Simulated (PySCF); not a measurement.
Working out the ionisation energy of Al

Al [Ne] 3s2 3p1 (2P) → Al⁺ [Ne] 3s2 (1S). Computed with PySCF 2.14 in dyall-acv3z (19s12p6d4f, 113 functions), with the non-relativistic Hamiltonian (point nucleus). Frozen: [Ne]; the 23 highest virtual orbitals dropped. Energies in hartree (1 hartree = 27.21139 eV):

```csv
part,Al (lower),Al⁺ (upper)
UHF,-241.880619,-241.674488
CCSD correlation,-0.051867,-0.040212
(T),-0.001240,0.000000
```

What does Hartree-Fock give?

(-241.674488) − (-241.880619) = 0.206131 hartree = 5.609 eV.

What do CCSD and CCSD(T) give?

The CCSD correlation energies differ by 0.011655 hartree = 0.317 eV and the triples by 0.001240 hartree = 0.034 eV, so CCSD gives 5.926 eV and CCSD(T) 5.960 eV.

Measured between the centres of the two terms (NIST): 5.977 eV, so CCSD(T) (valence) is off by -0.017 eV.

What remains against the reference includes basis incompleteness, the frozen core and higher excitations.
